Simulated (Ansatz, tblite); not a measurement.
Cost and result up the ladder for [B2H7]- (B₂H₇⁻) (9 atoms). Total charge -1; singlet. Geometry: PBE0-D4/def2-TZVPD.

Cartesian coordinates in Å:
```
B 0.5846 0.8609 -0.4699
H 0.3460 -0.4214 -0.3197
B -0.6024 -0.8392 0.4863
H 1.7534 0.6905 -0.7934
H -0.1114 1.2272 -1.3965
H 0.4739 1.5238 0.5355
H -0.0696 -1.0142 1.5648
H -0.7831 -1.8831 -0.1279
H -1.5915 -0.1446 0.5209
```

Ansatz on 4 threads of Arm Neoverse V1 on a shared host; xTB runs through tblite on one thread. Times are rough, summed over both states, and most runs start from the orbitals of an earlier one. PBE0-D4/def2-TZVPD serves as the yardstick here, not as an exact answer. The other state is a doublet.

The xTB rows come from tblite.

Run but left out: PBE-D4/def2-TZVPD (neutral doublet: an occupied level 0.12 eV above an empty one).

Raw xTB energies of ions are shifted by several eV.

```json
{"level": "GFN2-xTB", "functions": "15", "wall time": "0.004 s", "vertical IE (eV)": "8.01", "difference from PBE0-D4/def2-TZVPD (eV)": "2.83"}
{"level": "GFN1-xTB", "functions": "22", "wall time": "0.006 s", "vertical IE (eV)": "8.98", "difference from PBE0-D4/def2-TZVPD (eV)": "3.81"}
{"level": "PBE0-D4/def2-TZVPD", "functions": "137", "wall time": "3.3 s", "vertical IE (eV)": "5.18", "difference from PBE0-D4/def2-TZVPD (eV)": "0.00"}
{"level": "r2SCAN-D4/def2-TZVPD", "functions": "137", "wall time": "6.8 s", "vertical IE (eV)": "4.94", "difference from PBE0-D4/def2-TZVPD (eV)": "-0.24"}
```
